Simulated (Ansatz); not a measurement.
The input, for Ansatz 0.2.0:

```yaml
crystal:
  periodic: [false, false, false]
  atoms:
    - {symbol: B, position_ang: [0.000000, -0.230929, 1.433723]}
    - {symbol: Al, position_ang: [0.000000, 0.121987, -0.590675]}
    - {symbol: H, position_ang: [0.000000, 0.372431, 2.467733]}
    - {symbol: H, position_ang: [0.000000, -1.160976, -2.033854]}
basis:
  gaussian: {orbitals: 6-31G}
magnetization: {spin_polarized: false}
hamiltonian: {pseudopotentials: {relativity: scalar}}
correlation: {method: ccsdt_q, electrons: valence}
scf: {lower_state_search: light}
```

```sh
$ ansatz run in.yaml --threads 1 --pin off --events-out ev --progress --plain --max-ram 2393MiB
```

Log:

```
559 factors; integrals over basis functions are off by at most 1.5e-7 eV
mean field evaluation 1: about -7290.7442 eV, gradient 9.8e0 eV
mean field evaluation 2: about -7290.7446 eV, gradient 9.8e0 eV
mean field evaluation 4: about -7291.4970 eV, gradient 1.4e0 eV
mean field evaluation 8: about -7291.5183 eV, gradient 6.2e-4 eV
mean field evaluation 16: about -7291.5175 eV, gradient 1.5e-1 eV
mean field evaluation 32: about -7289.7967 eV, gradient 4.4e-1 eV
mean field -7291.51833162 eV, -267.9583563186 hartree, gradient 3.6e-6 eV, S^2 0.000000; 1 other end points of the search recorded, 0 dependent functions left out; unrestricted orbitals would lower it
determinant -7291.51833162 eV, -267.9583563186 hartree, with singles and doubles -7294.94540957 eV, -268.0842991101 hartree
determinant -7289.79475928 eV, -267.8950162032 hartree, with singles and doubles -7293.38763407 eV, -268.0270519165 hartree
6 core orbitals not correlated: weight in the atoms' cores, before any rotation towards them, 1.000 or more for the frozen orbitals, at most 0.000 for the correlated occupied ones
reference -7291.51833162 eV, -267.9583563186 hartree; 4, 4 occupied and 16, 16 virtual orbitals, 559 factors
second order -2.42889619 eV of doubles, -0.00000000 eV of singles
cycle   1  -2.98113763 eV  change   -5.5e-1 eV  update   1.1e-1
cycle   2  -3.45444537 eV  change   -4.7e-1 eV  update   6.0e-2
cycle   3  -3.58296402 eV  change   -1.3e-1 eV  update   2.8e-2
cycle   4  -3.58095595 eV  change    2.0e-3 eV  update   1.1e-2
cycle   5  -3.58978416 eV  change   -8.8e-3 eV  update   5.4e-3
cycle   6  -3.59036087 eV  change   -5.8e-4 eV  update   3.5e-3
cycle   7  -3.58782957 eV  change    2.5e-3 eV  update   2.4e-3
cycle   8  -3.58765755 eV  change    1.7e-4 eV  update   1.9e-3
cycle   9  -3.59023193 eV  change   -2.6e-3 eV  update   1.2e-3
cycle  10  -3.58944945 eV  change    7.8e-4 eV  update   7.2e-4
cycle  11  -3.58940526 eV  change    4.4e-5 eV  update   4.0e-4
cycle  12  -3.58940788 eV  change   -2.6e-6 eV  update   1.8e-4
cycle  13  -3.58963944 eV  change   -2.3e-4 eV  update   9.9e-5
cycle  14  -3.58968584 eV  change   -4.6e-5 eV  update   4.1e-5
cycle  15  -3.58964212 eV  change    4.4e-5 eV  update   2.3e-5
cycle  16  -3.58962831 eV  change    1.4e-5 eV  update   1.1e-5
cycle  17  -3.58962362 eV  change    4.7e-6 eV  update   5.6e-6
cycle  18  -3.58962044 eV  change    3.2e-6 eV  update   3.7e-6
cycle  19  -3.58962267 eV  change   -2.2e-6 eV  update   2.0e-6
cycle  20  -3.58962539 eV  change   -2.7e-6 eV  update   1.1e-6
cycle  21  -3.58962582 eV  change   -4.4e-7 eV  update   5.5e-7
perturbative correction -0.01022274 eV, -0.0003756789 hartree
Total energy: -7295.11818019 eV, -268.0906483134 hartree
Relativity: scalar
```

The T1 diagnostic is 0.032.

Ran on 1 thread of Arm Neoverse V2, shared host: 0.75 s wall, 0.15 GiB peak host memory.
